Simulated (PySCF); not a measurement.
**A diatomic session: CF−**

One job finds the state of CF−, follows it along the bond with each method and fits the curves.

Program: PySCF 2.14.0. Level of theory: C def2-TZVPPD, F def2-TZVPPD, no relativity. These are calculated values, not measurements.

1 further run of the same task is left out (set aside as unsound or not needed).

### 1 Set-up

The job is set up so:

- atoms: C, F
- charge: -1
- basis: C def2-TZVPPD, F def2-TZVPPD
- Hamiltonian: no relativity
- basis functions: 77
- electrons treated: 16
- masses in u: 12.0000, 18.9984
- levels: PBE0, PBE, r²SCAN, r²SCANh, PBEsol, TPSSh, r²SCAN0, B97-3, LC-ωPBE, HF, MP2, SCS-MP2, CCSD, CCSD(T)
- grid: 80 radial by 434 angular points
- occupations: held fixed by the projection of orbital angular momentum
- dissociation limit: C + F−, each in its ground configuration
- starting distance in angstrom: 1.425
- values of 2S to try: 0, 2

Command:

```
OMP_NUM_THREADS=1 python dia.py task.json out
```

Further steps of the session: PBE0 along the bond; Higher solutions at PBE0; PBE (GGA); r²SCAN (meta-GGA); r²SCANh (hybrid meta-GGA); PBEsol; TPSSh (hybrid meta-GGA); r²SCAN0; B97-3 (global hybrid GGA); LC-ωPBE; UHF; MP2 and coupled cluster.

Before running it: what results should come out? Wanted: for each run, Re; ωe; De; μ.

The runs gave:

Lowest PBE0 solution found, without spin–orbit coupling: ³Σ⁻ (triplet), unpaired electrons π ↑↑. State 2 has its PBE0 minimum 0.36 eV higher, as a spin-mixed determinant (⟨S²⟩ = 1.01), so this is no gap between pure states. The other levels ran on the lowest alone.

| level | Re (Å) | ωe (cm⁻¹) | De (eV) | μ (D) |
| --- | --- | --- | --- | --- |
| UHF | 1.437 | 813 | 2.09 | 3.03 |
| UHF-MP2 | 1.454 | 793 | 2.51 | n/a |
| UHF-SCS-MP2 | 1.459 | 778 | 2.37 | n/a |
| UHF-CCSD | 1.449 | 804 | 2.47 | n/a |
| UHF-CCSD(T) | 1.458 | 777 | 2.53 | n/a |
| PBE | 1.459 | 764 | 3.06 | 3.34 |
| PBEsol | 1.439 | 808 | 3.35 | 3.49 |
| r²SCAN | 1.453 | 783 | 3.04 | 3.34 |
| TPSSh | 1.459 | 778 | 2.93 | 3.25 |
| r²SCANh | 1.445 | 803 | 3.00 | 3.34 |
| PBE0 | 1.434 | 824 | 2.99 | 3.35 |
| r²SCAN0 | 1.434 | 830 | 2.96 | 3.32 |
| B97-3 | 1.443 | 796 | 2.77 | 3.31 |
| LC-ωPBE | 1.433 | 851 | 2.89 | 3.35 |

De is counted to C + F− in their ground configurations. A positive dipole points from C to F; in an ion it is taken about the centre of mass and does not tell which atom is negative.

Differences from CCSD(T) in the same basis:

| level | Re (mÅ) | ωe (%) |
| --- | --- | --- |
| UHF | -22 | +4.6 |
| UHF-MP2 | -4 | +2.0 |
| UHF-SCS-MP2 | +1 | +0.1 |
| UHF-CCSD | -10 | +3.4 |
| PBE | +1 | -1.8 |
| PBEsol | -19 | +4.0 |
| r²SCAN | -5 | +0.7 |
| TPSSh | 0 | 0.0 |
| r²SCANh | -14 | +3.3 |
| PBE0 | -24 | +6.1 |
| r²SCAN0 | -25 | +6.8 |
| B97-3 | -16 | +2.4 |
| LC-ωPBE | -26 | +9.4 |

In words: Judged by CCSD(T) in the same basis: best bond length TPSSh (0 mÅ), worst LC-ωPBE (-26 mÅ); best wavenumber TPSSh (0.0 %), worst LC-ωPBE (+9.4 %). Hartree–Fock makes the bond too short and too stiff against this reference, as it mostly does. Among the levels with a De in the table, it runs from 2.09 eV (UHF) to 3.35 eV (PBEsol).

Correlated steps freeze 2 core orbitals. With some functionals the highest level of the anion is positive, from self-interaction error or because the anion is truly unbound there; the finite basis then holds the extra electron, and no neutral molecule was run to test the binding.
